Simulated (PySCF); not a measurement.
# SO2 (sulfur dioxide) at 6 levels

Aim: a comparison of 6 runs (B3LYP/def2-TZVPP, BHLYP/def2-TZVPP, M06-2X/def2-TZVPP, SVWN5/def2-TZVPP, TPSS/def2-TZVPP, wB97X/def2-TZVPP) of SO2 (sulfur dioxide). 

The results are computed with PySCF 2.14.0.

2 further runs of the same task are left out: 2 set aside as unsound or not needed.

## 1. The molecule

SO2: 3 atoms, total charge 0, spin state singlet. As SMILES, `O=S=O`. The shape is that of a PBE0-D4/def2-TZVP optimisation.

Bond lengths: O1–S2 1.431 Å, S2–O3 1.431 Å. Angles: O1–S2–O3 118.9°.

## 2. A single-point energy at B3LYP/def2-TZVPP (run 1)

The input, calc.py:

```python
from pyscf import gto, dft

mol = gto.M(
    atom='O -0.974420 0.645900 -0.459510; S 0.269520 0.357380 0.186790; O 0.704900 -1.003280 0.272720',
    verbose=3,
    basis='def2-tzvpp',
    max_memory=1860,
    spin=0,
)

mf = dft.RKS(mol)
mf.xc = 'b3lyp'
mf.grids.level = 5
mf.conv_tol = 1e-10
mf.kernel()
if not mf.converged:
    mf = mf.newton().run(mf.mo_coeff, mf.mo_occ)

energy = mf.e_tot
print('Final energy', energy)
```

The run is started by

```sh
$ OMP_NUM_THREADS=1 python calc.py
```

The program printed:

```text
converged SCF energy = -548.722313736228
Final energy -548.7223137362281
```

Wall time 11 s (1 thread of Arm Neoverse V2, shared host); peak memory 0.52 GiB.

## 3. The energy at BHLYP/def2-TZVPP (run 2)

The input, input.py:

```python
from pyscf import gto, dft

mol = gto.M(
    atom='''
O   -0.974420   0.645900  -0.459510
S    0.269520   0.357380   0.186790
O    0.704900  -1.003280   0.272720
''',
    verbose=3,
    max_memory=1860,
    spin=0,
    basis='def2-tzvpp',
)

mf = dft.RKS(mol)
mf.xc = 'bhandhlyp'
mf.conv_tol = 1e-10
mf.grids.level = 5
mf.kernel()
if not mf.converged:
    mf = mf.newton().run(mf.mo_coeff, mf.mo_occ)

etot = mf.e_tot
print('E(%s) = %.9f' % ('BHLYP', etot))
```

The run is started by

```sh
$ OMP_NUM_THREADS=1 python input.py
```

The program printed:

```text
converged SCF energy = -548.620558599986
E(BHLYP) = -548.620558600
```

Wall time 9.6 s (1 thread of Arm Neoverse V2, shared host); peak memory 0.52 GiB.

Runs 3 to 5 aren't shown in full; the table further down has their settings and results.

## 4. A single-point energy at wB97X/def2-TZVPP (run 6)

The input, job.py:

```python
from pyscf import gto, dft

mol = gto.M(
    atom='''
O     -1.841387     1.220574    -0.868348
S      0.509319     0.675350     0.352982
O      1.332068    -1.895924     0.515366
''',
    basis='def2-tzvpp',
    max_memory=1860,
    charge=0,
    unit='bohr',
    verbose=4,
)

calc0 = dft.RKS(mol)
calc0.xc = 'wb97x'
calc0.grids.level = 5
calc0.conv_tol = 1e-10
calc0.kernel()
if not calc0.converged:
    calc0 = calc0.newton().run(calc0.mo_coeff, calc0.mo_occ)

energy = calc0.e_tot
print('E(%s) = %.9f' % ('WB97X', energy))
```

The run is started by

```sh
$ OMP_NUM_THREADS=1 python job.py
```

The program printed:

```text
PySCF version 2.14.0

[... 72 lines left out ...]
converged SCF energy = -548.662946614532
E(WB97X) = -548.662946615
```

It took 16 s on 1 thread of Arm Neoverse V2, shared host; peak memory 0.52 GiB.

## 5. Overview of the runs

| run | level | energy (Eh) | dipole moment (D) | HOMO energy (eV) | LUMO energy (eV) | wall time |
| --- | --- | --- | --- | --- | --- | --- |
| 1 | B3LYP/def2-TZVPP | -548.722314 | 1.73 | -9.29 | -3.60 | 11 s |
| 2 | BHLYP/def2-TZVPP | -548.620559 | 1.90 | -11.08 | -2.33 | 9.6 s |
| 3 | M06-2X/def2-TZVPP | -548.626719 | 1.85 | -11.06 | -2.28 | 22 s |
| 4 | SVWN5/def2-TZVPP | -546.308967 | 1.59 | -8.12 | -4.49 | 6.6 s |
| 5 | TPSS/def2-TZVPP | -548.751899 | 1.54 | -8.02 | -4.21 | 22 s |
| 6 | wB97X/def2-TZVPP | -548.662947 | 1.77 | -12.01 | -1.04 | 16 s |

## 6. Outcome

```
            quantity          value
 run 6: total energy  -548.66295 Eh
run 6: dipole moment         1.77 D
  run 6: HOMO energy      -12.01 eV
  run 6: LUMO energy       -1.04 eV
run 6: HOMO–LUMO gap       10.97 eV
```

What this shows: The dipole moment (its size) runs from 1.54 D (TPSS/def2-TZVPP) to 1.90 D (BHLYP/def2-TZVPP). The HOMO–LUMO gap runs from 3.63 eV (SVWN5/def2-TZVPP) to 10.97 eV (wB97X/def2-TZVPP). Totals of different functionals can't be ranked against each other. All runs together took 87 s, the longest 22 s.
